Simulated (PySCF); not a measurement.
Na2, SMILES [Na][Na]. Atoms are numbered in the order given.

```xyz
2

Na     0.0000     0.0000    -1.5471
Na     0.0000     0.0000     1.5471
```
Charge 0, spin multiplicity 1.

Coordinates come from a PBE-D3(BJ)/def2-TZVPD optimisation.

Calculation: C-PCM-B3LYP/def2-TZVPD (PySCF).

The values are the electrostatic part of the solvation free energy, E(continuum) − E(gas) at the gas-phase geometry, in a cavity of scaled van der Waals radii (PySCF's table); cavitation and dispersion terms are not included. A continuum can't describe solvent molecules that bind to the metal. In vacuum the orbital gap is 2.02 eV. The dipole moment in vacuum is 0.00 D.

### Question
Estimate the values in water (ε = 78.36), cyclohexanone (ε = 15.62), ethylethanoate (ε = 5.99). (Estimate from the structure and the level; the computed values follow.)

### Answer

| solvent | ε | ΔG(elec) (kcal/mol) | dipole (D) | gap (eV) |
|---|---|---|---|---|
| water | 78.36 | -2.0 | 0.00 | 2.30 |
| cyclohexanone | 15.62 | -1.8 | 0.00 | 2.28 |
| ethylethanoate | 5.99 | -1.6 | 0.00 | 2.24 |
